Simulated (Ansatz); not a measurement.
## Scan of the Si2–H5 bond length

SiH3O (SMILES O[SiH2-]) (charge -1), closed shell, at its PBE0-D4/def2-TZVPD minimum:

| atom | x (Å) | y (Å) | z (Å) |
| --- | --- | --- | --- |
| O1 | 0.2615 | -0.6409 | 0.8912 |
| Si2 | 0.1511 | 0.2033 | -0.6476 |
| H3 | 1.0304 | -1.2048 | 0.8277 |
| H4 | -1.3571 | -0.0026 | -0.9422 |
| H5 | -0.0859 | 1.6450 | -0.1291 |

The bond length Si2–H5 (1.550 Å at the minimum) is set to the values below, the two halves moving rigidly along the bond. Each method's energies count from its own value at the PBE0-D4 minimum structure. Ansatz 0.2.0; basis: def2-TZVPPD; cores frozen in the correlated methods. B3LYP uses VWN-RPA correlation.

| bond length (Å) | CCSD(T) (kcal/mol) | HF (kcal/mol) |
| --- | --- | --- |
| 1.364 | 6.41 | 6.24 |
| 1.418 | 2.87 | 2.71 |
| 1.497 | ? | 0.27 |
| 1.590 | ? | 0.35 |
| 1.692 | ? | 2.83 |
| 1.802 | 6.49 | 7.13 |
| 1.919 | 11.62 | 12.63 |
| 2.042 | 17.35 | 18.76 |
| 2.171 | 23.29 | 25.08 |

Q: Fill in the withheld CCSD(T) values. (An estimate is asked for; the value comes from the calculation.)

A: By the calculation: 0.35 kcal/mol at 1.497 Å; 0.27 kcal/mol at 1.590 Å; 2.50 kcal/mol at 1.692 Å. These count from the CCSD(T) energy at the PBE0-D4 minimum.

Minimum and curvature along this coordinate at CCSD(T): A fifth-order fit through the nearest points gives 1.544 Å, with a curvature of about 13 eV/Å².

Q: Treat the two halves as rigid bodies and work out the harmonic wavenumber of this stretch from that curvature (ν̃ = 521.5 √(k/μ) cm⁻¹ with k in eV/Å² and μ in u).

A: The halves weigh 46.10 and 1.01 u, so μ = 46.10 × 1.01/47.11 = 0.988 u and ν̃ = 521.5 √(13/0.988) ≈ 1900 cm⁻¹. A true normal mode mixes in other motions, so this is a guide only.

Largest difference from the CCSD(T) curve over the scan: PBE-D4 3.37; r2SCAN-D4 0.96; PBE0-D4 0.73; B3LYP-D4 2.09 kcal/mol. Each curve counts from its own value at the minimum.

No T1 diagnostic of these runs exceeds 0.018.

For scale, one of the runs: CCSD(T)/def2-TZVPPD, 139 basis functions (an equivalent command: `ansatz run in.yaml --threads 2`). The run took 6.5 s on 2 CPU threads (shared host), with 0.76 GiB of host memory at its peak.
